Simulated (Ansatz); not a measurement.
## Which is lower?

Two relaxed structures of CH2BSi, doublet (PBE0-D4/def2-TZVP; forces vanish, vibrations not checked).

A:

```tsv
atom	x (Å)	y (Å)	z (Å)
B1	0.6569	0.3249	-0.1222
Si2	-0.0291	-1.2283	1.1177
C3	-0.6967	-0.1102	-0.0854
H4	-1.6223	0.1602	-0.5803
H5	1.6912	0.8533	-0.3299
```

B:

```xyz
5
angstrom
B -0.4055 -1.0980 1.0206
Si 1.3666 -0.4574 0.6575
C -0.2321 -0.0889 -0.0052
H -0.7727 0.5100 -0.7255
H 2.5992 0.2217 0.1606
```

Computed with Ansatz 0.2.0 (basis: def2-TZVPP); correlated methods freeze the cores; orbitals are unrestricted. B3LYP uses VWN-RPA correlation.

Question: Which structure is lower at CCSD(T), and by how much? (An estimate is asked for; the value comes from the calculation.)

Answer: Computed: A, by 159.3 kJ/mol (electronic energy, against the other). By their contacts, A is CH₂BSi ([BH]1[CH][Si]1) and B is CH₂BSi ([B]1[CH][SiH]1).

All methods give the same order:

```tsv
method	E(B) − E(A) (kJ/mol)
PBE-D4	152.3
r2SCAN-D4	151.1
PBE0-D4	158.5
B3LYP-D4	164.5
wB97M-V	171.8
HF	169.5
MP2	162.6
CCSD	165.1
CCSD(T)	159.3
```

T1 diagnostic: at most 0.029. ⟨S²⟩ of the unrestricted Hartree–Fock references: 0.79 to 0.81 (a pure state has 0.75). The unrestricted reference is spin-contaminated, which hurts MP2 most.

Labels in which every atom is bracketed show which atoms are joined, not bond orders.

For scale, one of the runs: CCSD(T)/def2-TZVPP, 132 basis functions, launched by `ansatz run in.yaml --threads 2 --pin off --events-out ev --progress --plain --max-ram 4352MiB`. Time: 11 s of wall clock on 2 CPU threads of an Intel Xeon 6975P-C; the host was shared. Peak host memory: 1.5 GiB.
